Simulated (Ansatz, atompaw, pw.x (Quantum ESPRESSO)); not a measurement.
## Re: does the PAW (atompaw) potential hold in the solid?

rhenium, PAW, made with atompaw 4.2.0.5 (LDA (PW92), scalar-relativistic). Core [Kr] 4d10, reference 4f14 5s2 5p6 5d5 6s2 6p0. Waves: 5s (bound); 6s (bound); 5p (bound); 6p (bound, empty); 5d (bound); 5d channel at 1.9 Ry; 4f (bound); 4f channel at -1.05 Ry. Local part: troulliermartins scheme with l = 4 at 0 Ry, radius 2.25 bohr. Core correction: smooth core density matched at 2.15 bohr. Augmentation charge: besselshape compensation charge, radius 2.00 bohr; PAW radius 2.45 bohr; waves and projectors: bloechl.

Crystal test: bcc Re in pw.x 7.5, no spin, 15³ k-points, Fermi–Dirac smearing 0.01 Ry, cutoffs 85/850 Ry. The reference is all-electron LAPW (Ansatz 0.2.0) with the same functional, mesh and smearing; V0 and B0 come from Birch–Murnaghan fits to the pressures at five volumes. Errors are pseudo minus all-electron; Δ is the rms difference of the E(V) curves that follow from these fits, minima aligned, over ±6 % about the mean V0. Mesh and smearing are coarse, so the numbers serve the comparison and aren't converged zero-temperature values; the lattice is a test structure that the element need not adopt.

All-electron: a0 = 3.071 Å (V0 = 14.49 Å³/atom), B0 = 391.0 GPa.

Question: How far does the potential miss the all-electron equation of state?

Answer: mean pressure error (GPa): -0.58; a0 (Å): 3.070; a0 error (%): -0.05; B0 error (%): +0.2; Δ (meV/atom): 1.8.

| V (Å³/atom) | P all-electron (GPa) | P pseudo (GPa) |
| --- | --- | --- |
| 13.730 | 23.64 | 22.97 |
| 14.092 | 11.51 | 10.89 |
| 14.453 | 0.92 | 0.34 |
| 14.814 | -8.32 | -8.86 |
| 15.176 | -16.37 | -16.87 |

Question: At the middle volume, how do free energy and pressure move when the wave cutoff is lowered (ecutrho held at 850 Ry)?

Answer:

```csv
cutoff (Ry),shift of F (meV/atom),shift of P (GPa)
38,+1177.2,-43.06
51,+132.5,-8.03
68,+4.4,-0.41
```

Input at the middle volume:

```
&control
  calculation='scf', prefix='x', pseudo_dir='./', outdir='./tmp', tstress=.true., disk_io='none'
/
&system
  ibrav=0, nat=1, ntyp=1, ecutwfc=85, ecutrho=850, nbnd=24,
  occupations='smearing', smearing='fd', degauss=0.01
/
&electrons
  conv_thr=1e-09, mixing_beta=0.4, electron_maxstep=70
/
ATOMIC_SPECIES
Re 1.0 Re.UPF
CELL_PARAMETERS angstrom
  -1.53449686 1.53449686 1.53449686
  1.53449686 -1.53449686 1.53449686
  1.53449686 1.53449686 -1.53449686
ATOMIC_POSITIONS crystal
Re 0.0000 0.0000 0.0000
K_POINTS automatic
15 15 15 0 0 0
```

```bash
pw.x < Re.scf.in > Re.scf.out
```

Lines of the output:

```
Message from routine setup:
     using ibrav=0 with symmetry is DISCOURAGED, use correct ibrav instead
     lattice parameter (alat)  =       5.0226  a.u.
     unit-cell volume          =      97.5337 (a.u.)^3
     number of electrons       =        29.00
     number of Kohn-Sham states=           24
     kinetic-energy cutoff     =      85.0000  Ry
     charge density cutoff     =     850.0000  Ry
     scf convergence threshold =      1.0E-09
     Exchange-correlation= SLA PW NOGX NOGC
     number of k points=   120  Fermi-Dirac smearing, width (Ry)=  0.0100
     iteration #  1     ecut=    85.00 Ry     beta= 0.40
     c_bands:  1 eigenvalues not converged
     total energy              =   -1375.60202716 Ry
     estimated scf accuracy    <       0.04813260 Ry
     iteration #  2     ecut=    85.00 Ry     beta= 0.40
     total energy              =   -1375.60945796 Ry
     estimated scf accuracy    <       0.00423462 Ry
     iteration #  3     ecut=    85.00 Ry     beta= 0.40
     c_bands:  1 eigenvalues not converged
     c_bands:  1 eigenvalues not converged
     c_bands:  1 eigenvalues not converged
     total energy              =   -1375.61197516 Ry
     estimated scf accuracy    <       0.00082461 Ry
     iteration #  4     ecut=    85.00 Ry     beta= 0.40
     c_bands:  1 eigenvalues not converged
     c_bands:  1 eigenvalues not converged
     total energy              =   -1375.61219207 Ry
     estimated scf accuracy    <       0.00006496 Ry
     iteration #  5     ecut=    85.00 Ry     beta= 0.40
     c_bands:  1 eigenvalues not converged
     total energy              =   -1375.61225938 Ry
     estimated scf accuracy    <       0.00004855 Ry
     iteration #  6     ecut=    85.00 Ry     beta= 0.40
     total energy              =   -1375.61226317 Ry
     estimated scf accuracy    <       0.00000058 Ry
     iteration #  7     ecut=    85.00 Ry     beta= 0.40
     total energy              =   -1375.61226328 Ry
     estimated scf accuracy    <       0.00000019 Ry
     iteration #  8     ecut=    85.00 Ry     beta= 0.40
     total energy              =   -1375.61226335 Ry
     estimated scf accuracy    <          7.4E-09 Ry
     iteration #  9     ecut=    85.00 Ry     beta= 0.40
     total energy              =   -1375.61226335 Ry
     estimated scf accuracy    <          3.5E-09 Ry
     iteration # 10     ecut=    85.00 Ry     beta= 0.40
     total energy              =   -1375.61226335 Ry
     estimated scf accuracy    <          4.6E-09 Ry
     iteration # 11     ecut=    85.00 Ry     beta= 0.40
     the Fermi energy is    32.9009 ev
!    total energy              =   -1375.61226335 Ry
     estimated scf accuracy    <          3.3E-11 Ry
     smearing contrib. (-TS)   =      -0.00504555 Ry
     convergence has been achieved in  11 iterations
          total   stress  (Ry/bohr**3)                   (kbar)     P=        3.42
     Message from routine punch:
     Nothing written, as per user request (disk_io='none')
```

The run at the middle volume (120 k-points, 11 iterations) took about 66 s on one core of a shared host (Intel(R) Xeon(R) Platinum 8559C, 192 threads, 1488 GiB, load 34).
